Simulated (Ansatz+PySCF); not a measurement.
Two shapes of doublet CHO.

Shape 1:

```xyz
3

C     0.0000    0.4860   -0.3262
H     0.0000    1.4932    0.1969
O     0.0000   -0.5511    0.2200
```

Shape 2:

```xyz
3

C     0.0278    0.5251   -0.3122
H    -0.0466    1.5053    0.2106
O    -0.0151   -0.5725    0.2627
```

Basis set: def2-SVP (spherical functions). Correlated methods keep 2 orbitals frozen. Correlation on ROHF uses semicanonical orbitals with singles. Charge 0, multiplicity 2.

Computed with Ansatz (development build ahead of 0.2.0); each method stands on the lowest determinant of its kind that the runs found.

Q: Which shape is lower in energy, and by how much in each method?

A:

| method | E(2) − E(1) (eV) |
| --- | --- |
| ROHF-MP2 | 0.123 |
| ROHF-CCSD | 0.166 |
| UHF-CCSD | 0.163 |
| ROHF-CCSD(T) | 0.125 |
| PBE (unrestricted) | 0.117 |

Shape 1 is lower.
